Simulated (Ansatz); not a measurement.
Calculated with Ansatz (gas phase, PBE0-D4/def2-TZVP geometries, no zero-point term in ΔE). CBS: MP2 limit from def2 TZ/QZ plus the TZ coupled-cluster correction, frozen cores. This one scheme is used for every species. Functionals use def2-TZVPP. Each species was taken in one conformer, which may not be the lowest.

Reaction (formal hydrolysis of a C–C bond): `C=C(F)C#CC` + H₂O → `CC#CO` + `C=CF`

```
             level  ΔE (eV)
           ωB97X-V     0.88
     HF/def2-TZVPP     0.81
SCS-MP2/def2-TZVPP     1.04
     MP2/CBS(def2)     1.15
```

(1) What does CCSD(T)/CBS give? (Estimate.)

Largest T1 diagnostic among the species: 0.012.

## Answers

(1) The calculation gave: +1.04 eV. The listed levels differ from it by -0.16, -0.23, 0.00, 0.11 eV.

In def2-TZVPP, CCSD(T) changes the Hartree–Fock value by +0.19 eV (the triples alone add +0.04 eV) and MP2 by +0.30 eV. The D4 term adds +0.05 eV with B3LYP and +0.03 eV with PBE0; it sums over pairs of atoms, weighted by their polarisabilities, and B3LYP, whose exchange is more repulsive, gets the larger term.

B3LYP here is the variant with VWN-RPA as its local correlation; programs differ in this.
